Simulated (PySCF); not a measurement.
System (SMILES): C=CCl.
Geometry (B3LYP-D3(BJ)/def2-TZVP, fixed):
```xyz
6

C      0.0112     0.7589    -0.0124
C      1.3049     1.0233     0.0034
Cl    -0.6370    -0.8532     0.0042
H     -0.7591     1.5163    -0.0370
H      2.0529     0.2431     0.0280
H      1.6388     2.0524    -0.0084
```

Basis-set convergence of the lowest singlet excitation energy at PBE with PySCF. Tamm-Dancoff approximation; the state is taken by its order, and sets in which it differs in degeneracy or brightness are left out, yet its character can still change. All functions are spherical. Density fitting with generated auxiliary sets. No added dispersion term, no relativity. Reference: the value in aug-pcseg-2, 6.056 eV, itself unsure by roughly 0.014 eV (its distance from aug-cc-pV(T+d)Z).

```csv
basis,functions,lowest singlet excitation energy (eV)
aug-pcseg-1,100,[?]
aug-cc-pV(D+d)Z,105,[?]
"6-311++G(2d,2p)",119,[?]
"6-311++G(3df,3pd)",179,[?]
aug-pcseg-2,211,6.056
aug-cc-pV(T+d)Z,216,6.070
```

Question: Fill in the missing entries.

Answer: 
- aug-pcseg-1, lowest singlet excitation energy (eV): 6.101
- aug-cc-pV(D+d)Z, lowest singlet excitation energy (eV): 6.082
- 6-311++G(2d,2p), lowest singlet excitation energy (eV): 6.133
- 6-311++G(3df,3pd), lowest singlet excitation energy (eV): 6.138
